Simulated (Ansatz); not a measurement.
H6Si3, SMILES `[SiH2]1[SiH2][SiH2]1`, 9 atoms. Charge 0, multiplicity 1. All runs use 2 threads of a server CPU on a shared host. Correlated methods freeze the cores. Open-shell runs search over several starts.

(1) Give the basis size and wall time and peak host memory of each of these runs in Ansatz. UHF-MP2/def2-QZVPP energy of the cation; RHF-CCSD(T)/def2-TZVPP energy; RKS PBE0-D4/def2-TZVP frequencies; UKS ωB97M-V/def2-TZVPP energy of the cation; UHF-MP2/def2-TZVPP energy of the cation; UKS B2PLYP (frozen core)/def2-TZVPP energy of the cation; RKS ωB97M-V/def2-QZVPP energy; RKS CAM-B3LYP-D4/def2-TZVPP energy; direct RPA on PBE orbitals/def2-TZVPP energy; RKS BHLYP-D4/def2-TZVPP energy; RKS PBE0-D4/def2-QZVPP energy; RKS ωB97M-V/def2-SVP energy. (Best estimate.)

## Answers

(1) Ansatz gave: Other jobs shared the machine, so times are rough.

```
                                level                   job  functions  wall time  peak host memory (GiB)
              RKS BHLYP-D4/def2-TZVPP                energy        210      8.5 s                    0.45
          RKS CAM-B3LYP-D4/def2-TZVPP                energy        210        9 s                     0.5
direct RPA on PBE orbitals/def2-TZVPP                energy        210       11 s                    0.38
                 RKS ωB97M-V/def2-SVP                energy         84       11 s                    0.23
               RKS PBE0-D4/def2-QZVPP                energy        390       21 s                     1.2
               RKS ωB97M-V/def2-QZVPP                energy        390       52 s                     1.4
                   UHF-MP2/def2-TZVPP  energy of the cation        210       74 s                    0.51
               RHF-CCSD(T)/def2-TZVPP                energy        210       86 s                     2.4
  UKS B2PLYP (frozen core)/def2-TZVPP  energy of the cation        210    3.4 min                    0.64
               UKS ωB97M-V/def2-TZVPP  energy of the cation        210      5 min                     1.1
                RKS PBE0-D4/def2-TZVP           frequencies        147    5.9 min                    0.31
                   UHF-MP2/def2-QZVPP  energy of the cation        390    5.9 min                     1.9
```
